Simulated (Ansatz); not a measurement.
hcp Mg was calculated with RPBE (PAW; Ansatz, a first-principles code).

Numerical settings: plane-wave cutoff 520 eV, 18×18×8 k mesh (along the axes of the cell as run), Fermi–Dirac smearing 0.1 eV, perturbation theory, scalar-relativistic PAW data made under PBE.

Computed at the level's own relaxed cell.

```
Mg
1.0
    3.23388     0.00000     0.00000
   -1.61694     2.80062     0.00000
    0.00000     0.00000     5.23453
Mg
2
Cartesian
  1.61694   0.93354   3.92590
  0.00000   1.86708   1.30863
```

Harmonic phonon frequencies (cm⁻¹; i marks an imaginary mode):

| q point | frequencies |
|---|---|
| Γ | 0 0 0 124 124 243 |
| M | [?] |
| K | 164 164 183 190 190 221 |
| A | [?] |

### Question
What belongs in the gaps?

### Answer

- M, frequencies: 121 130 180 196 218 229
- A, frequencies: 92 92 92 92 174 174

No imaginary mode appears at these points.
